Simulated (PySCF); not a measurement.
Species: chlorothioborine, BClS.
Bonds: S1–B2 (double), B2–Cl3.

The closed-shell ground state was solved at several levels (PySCF, density fitting, gas phase, non-relativistic). Geometry: PBE0-D3(BJ)/def2-SVP; no solvent, vibrations or thermal averaging.

| level | basis functions | HOMO (eV) | LUMO (eV) | gap (eV) | dipole (D) |
| --- | --- | --- | --- | --- | --- |
| B3LYP/cc-pVTZ | 98 | -7.98 | -1.11 | 6.87 | 1.68 |
| B3LYP/6-31G* | 50 | -7.93 | -0.98 | 6.95 | 1.60 |
| wB97X-D/pcSseg-2 | 122 | -10.11 | 0.78 | 10.89 | 1.74 |
| PBE0/pcSseg-1 | 65 | -8.38 | -0.94 | 7.44 | 1.64 |
| B3LYP/aug-cc-pVTZ-J | 182 | -8.00 | -1.27 | 6.73 | 1.63 |

**Question.** Estimate the row for B3LYP/def2-SVPD, a basis of 74 functions; the other rows only guide the guess.

**Answer.** HOMO -8.07 eV, LUMO -1.23 eV, gap 6.84 eV, dipole 1.64 D.

**Question.** Over all these levels, which gives the widest orbital gap and which the narrowest?

**Answer.** wB97X-D/pcSseg-2 (range-separated hybrid) has the widest, 10.89 eV, and B3LYP/aug-cc-pVTZ-J (global hybrid, 20 % exact exchange) the narrowest, 6.73 eV. Functional and basis both differ between the two, so the spread mixes both effects.

**Question.** How much does the basis alone move the frontier levels among the 4 B3LYP rows (the withheld one included)?

**Answer.** The HOMO by 0.14 eV and the LUMO by 0.29 eV. By rising basis size (HOMO, LUMO in eV): 6-31G* -7.93, -0.98; def2-SVPD -8.07, -1.23; cc-pVTZ -7.98, -1.11; aug-cc-pVTZ-J -8.00, -1.27.

**Question.** How far do the dipole and the HOMO energy spread over the levels?

**Answer.** The dipole runs from 1.60 to 1.74 D (mean 1.66 D) and the HOMO from -10.11 to -7.93 eV.
